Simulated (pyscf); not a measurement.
O=CH–OH (SMILES O=CO) + H• (SMILES [H]) → •O–CH₂–OH (SMILES [O]CO), an addition (doublet surface; none broken, C–H formed). PySCF, gas phase, ωB97X-D3(BJ)/def2-SVP geometries. Correlated levels are frozen-core, on RHF or UHF. ΔMP2 is the change of the MP2 total energy from the triple- to the quadruple-zeta basis. Energies in kcal/mol from the separated reactants.

Small-basis levels: PySCF, no dispersion term, spherical d functions. Open shells are spin-unrestricted. 

| level | barrier | reaction energy |
|---|---|---|
| HF/STO-3G | 0.8 | -64.5 |
| MP2/6-31G* | 22.5 | +10.0 |
| PBE/6-31G* | 6.0 | -7.4 |
| B3LYP/3-21G | 6.7 | -13.1 |
| B3LYP/LANL2DZ | 4.9 | -20.8 |
| M06-2X/6-31G* | 9.9 | -7.6 |
| PBE/def2-SVP | 6.1 | -5.2 |
| CCSD(T)/def2-TZVPP + ΔMP2(QZVPP) | 10.2 | -6.3 |

Against the last row the barrier runs from -9.4 (HF/STO-3G) to +12.3 kcal/mol (MP2/6-31G*). CCSD(T)/def2-TZVPP + ΔMP2(QZVPP) has limits of its own. •O–CH₂–OH lies 6.9 kcal/mol over its isomer HO–CH•–OH (electronic energy, ωB97M-D3(BJ)). This is the saddle that the search found; another between the same sides may lie lower. The CCSD(T) − MP2 part came from Ansatz, without density fitting, on the same reference. A UHF reference is spin-contaminated (<S²> up to 0.85), which harms MP2 most.
